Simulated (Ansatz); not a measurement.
# Worked example: H₂Ge–As⁺, triplet against H2Ge–As, quartet

Geometry (PBE0/def2-TZVP stationary point of a quartet), kept for both states (H2Ge–As, quartet: A''; H2Ge–As⁺, triplet: A''):

```xyz
4

Ge    0.0424    0.0000    1.2324
As   -0.0215    0.0000   -1.2425
H    -0.7284    1.2396    1.7713
H    -0.7284   -1.2396    1.7713
```

Basis cc-pVDZ; Ansatz 0.2.0. Only valence electrons are correlated (noble-gas cores and the filled d shells of p-block atoms frozen). R marks a restricted (for open shells ROHF) determinant. No spin–orbit coupling is included, and no scalar relativity.

Full CI isn't at hand for all of this; RCCSDTQ serves as the reference, and is uncertain by about the last step of the cluster series.

```
   level  E(H2Ge–As, quartet) (hartree)  E(H2Ge–As⁺, triplet) (hartree)
RCCSD(T)                   -4310.821328                    -4310.538865
     PBE                   -4313.283509                    -4312.999738
  r2SCAN                   -4313.919680                    -4313.624754
 RCCSDTQ                   -4310.822685                    -4310.540973
```

**Question.** Give the vertical gap, H2Ge–As⁺ triplet less H2Ge–As quartet, at each level in eV (1 hartree = 27.2114 eV), and each error against RCCSDTQ.

**Answer.** RCCSDTQ: (-4310.540973 − (-4310.822685)) × 27.2114 = 7.666 eV (the reference)
r2SCAN: (-4313.624754 − (-4313.919680)) × 27.2114 = 8.025 eV, error 0.359 eV
PBE: (-4312.999738 − (-4313.283509)) × 27.2114 = 7.722 eV, error 0.056 eV
RCCSD(T): (-4310.538865 − (-4310.821328)) × 27.2114 = 7.686 eV, error 0.020 eV

Total energies of functionals can't be set beside those of wave-function methods, since they hold the core's correlation and their own absolute errors; only the differences compare.

In so small a basis the reference is far from its limit while semilocal and hybrid functionals are nearer theirs, so the functionals' errors here hold much of the reference's basis and frozen-core error, which can add to them or hide them.

Each level lands on the state that its own search finds. T1 diagnostics of restricted CCSD: 0.021 and 0.036.
